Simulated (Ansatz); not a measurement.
# One shape, several levels: NO (nitric oxide)

Aim: a comparison of 5 runs (U-r2SCAN0/STO-3G, UHSE06/STO-3G, UPBE0/STO-3G, UCCSDT/STO-3G, UCCSDTQ/STO-3G) of NO (nitric oxide). 

The results are computed with Ansatz 0.2.0.

32 further runs of the same task are left out: 2 that didn't finish, 30 set aside as unsound or not needed.

## (1) Starting point

NO has 2 atoms, charge 0, and is taken as a doublet. As SMILES, `[N]=O`. The O2–N1 distance was set to 2.279 Å, away from the relaxed value.

## (2) A single-point energy at U-r2SCAN0/STO-3G (run 1)

The input, job.yaml:

```yaml
crystal:
  periodic: [false, false, false]
  atoms:
    - {symbol: N, position_ang: [-1.450855, 0.531088, -0.731968]}
    - {symbol: O, position_ang: [0.483620, -0.177030, 0.243990]}
basis:
  gaussian: {orbitals: STO-3G}
magnetization: {spin_polarized: true, initial_magnetization: 1}
hamiltonian: {xc: {name: r2SCAN0}}
accuracy: high
```

Run with:

```sh
$ ansatz run job.yaml --threads 1 --pin off --max-ram 3480MiB --events-out events.jsonl --progress --plain --runs-dir runs
```

The program printed:

```text
Warning: RAYON_NUM_THREADS=1 ignored (pool sized by the plan → 1); use --threads N
Functional definition: r2SCAN0
  name "r2SCAN0"
  parameter a = 0.25
  parameter k0 = 0.174
  parameter k1 = 0.065
  parameter a1 = 4.9479
  exchange = (1 - a)*r2scan_x(k0 = k0, k1 = k1, a1 = a1) + a*exact_x
  correlation = r2scan_c
148 factors; integrals over basis functions are off by at most 2.0e-8 eV
mean field evaluation 1: about -3452.6968 eV, gradient 4.8e1 eV
mean field evaluation 2: about -3353.4644 eV, gradient 2.4e1 eV
mean field evaluation 4: about -3423.9244 eV, gradient 1.9e1 eV
mean field evaluation 8: about -3478.9433 eV, gradient 2.6e0 eV
mean field evaluation 16: about -3479.1267 eV, gradient 2.1e-8 eV
mean field evaluation 32: about -3480.5636 eV, gradient 7.5e-1 eV
mean field -3480.73219126 eV, -127.9145487038 hartree, gradient 1.4e-8 eV, S^2 2.639785; 2 other end points of the search recorded, 0 dependent functions left out
reference -3480.73219141 eV, -127.9145487093 hartree; 8, 7 occupied and 2, 3 virtual orbitals, 148 factors
Total energy: -3480.73219141 eV, -127.9145487093 hartree
```

It took 4.5 s on 1 thread of Arm Neoverse V1, shared host; peak memory 0.14 GiB.

## (3) The energy at UHSE06/STO-3G (run 2)

The input, run.yaml:

```yaml
basis:
  gaussian:
    orbitals: STO-3G
crystal:
  periodic: [false, false, false]
  atoms:
    - {symbol: "N", position_ang: [-1.450855, 0.531088, -0.731968]}
    - {symbol: O, position_ang: [0.483620, -0.177030, 0.243990]}
magnetization:
  spin_polarized: true
  initial_magnetization: 1
hamiltonian:
  xc: hse06
accuracy: high
```

Run with:

```sh
$ ansatz run run.yaml --threads 1 --pin off --max-ram 3480MiB --events-out events.jsonl --progress --plain --runs-dir runs
```

The program printed:

```text
Warning: RAYON_NUM_THREADS=1 ignored (pool sized by the plan → 1); use --threads N
Functional definition: HSE06
  name "HSE06"
[... 1 set-up line as earlier in the session ...]
  parameter omega = 0.11/bohr
  exchange = pbe_x - a*pbe_x_sr(omega) + a*exact_x_sr(omega)
  correlation = pbe_c
148 factors; integrals over basis functions are off by at most 2.0e-8 eV
35 factors; integrals over basis functions are off by at most 1.0e-9 eV
mean field evaluation 1: about -3454.7888 eV, gradient 4.7e1 eV
mean field evaluation 2: about -3350.8523 eV, gradient 2.3e1 eV
mean field evaluation 4: about -3421.1369 eV, gradient 1.8e1 eV
mean field evaluation 8: about -3476.6625 eV, gradient 1.6e0 eV
mean field evaluation 16: about -3476.7397 eV, gradient 6.3e-9 eV
mean field evaluation 32: about -3477.9881 eV, gradient 8.8e-1 eV
mean field -3478.16469165 eV, -127.8201948335 hartree, gradient 4.2e-8 eV, S^2 2.606220; 2 other end points of the search recorded, 0 dependent functions left out
reference -3478.16469260 eV, -127.8201948684 hartree; 8, 7 occupied and 2, 3 virtual orbitals, 148 factors
Total energy: -3478.16469260 eV, -127.8201948684 hartree
```

It took 2 s on 1 thread of Arm Neoverse V1, shared host; peak memory 0.09 GiB.

Runs 3 to 4 aren't shown in full; the table further down has their settings and results.

## (4) A single-point energy at UCCSDTQ/STO-3G (run 5)

The input, molecule.yaml:

```yaml
crystal:
  periodic: [false, false, false]
  atoms:
    - symbol: N
      position_ang: [-1.450855, 0.531088, -0.731968]
    - symbol: O
      position_ang: [0.483620, -0.177030, 0.243990]
basis:
  gaussian:
    orbitals: STO-3G
magnetization:
  spin_polarized: true
  initial_magnetization: 1
correlation:
  method: ccsdtq
  frozen_orbitals: {"N": 1, O: 1}
accuracy: high
scf:
  omitted_lower_state_checks: [cluster_reference, increment]
```

Run with:

```sh
$ ansatz run molecule.yaml --threads 1 --pin off --max-ram 3480MiB --events-out events.jsonl --progress --plain --runs-dir runs
```

The program printed:

```text
Warning: RAYON_NUM_THREADS=1 ignored (pool sized by the plan → 1); use --threads N
[... 16 lines left out ...]
2 core orbitals not correlated: weight in the atoms' cores, before any rotation towards them, 1.000 or more for the frozen orbitals, at most 0.000 for the correlated occupied ones
[... 254 lines left out ...]
Total energy: -3470.20015408 eV, -127.5275034762 hartree
Checks for a lower state left out: cluster_reference, increment
```

It took 41 s on 1 thread of Arm Neoverse V1, shared host; peak memory 0.27 GiB.

## (5) All runs side by side

```csv
run,level,frozen core orbitals,energy (Eh),⟨S²⟩,wall time
1,U-r2SCAN0/STO-3G,–,-127.914549,2.640,4.5 s
2,UHSE06/STO-3G,–,-127.820195,2.606,2 s
3,UPBE0/STO-3G,–,-127.825967,2.608,1.2 s
4,UCCSDT/STO-3G,2,-127.526975,2.712,0.93 s
5,UCCSDTQ/STO-3G,2,-127.527503,2.712,41 s
```

## (6) Results

```
                                          quantity          value
                               run 5: total energy  -127.52750 Eh
run 5: correlation energy (2 core orbitals frozen)       -4.4 mEh
          run 5: ⟨S²⟩ of the reference determinant          2.712
                              run 5: T1 diagnostic          0.022
```

**Reading.** Totals of different functionals can't be ranked against each other. In runs 1, 2, 3, 4, 5 the basis is minimal, so the values are rough. Spin contamination of the reference: run 4 ⟨S²⟩ = 2.71, run 5 ⟨S²⟩ = 2.71, run 1 ⟨S²⟩ = 2.64, run 3 ⟨S²⟩ = 2.61, run 2 ⟨S²⟩ = 2.61. Where it is this large, the reference is a mixture of spin states, and values that rest on it are in doubt. All runs together took 49 s, the longest 41 s.
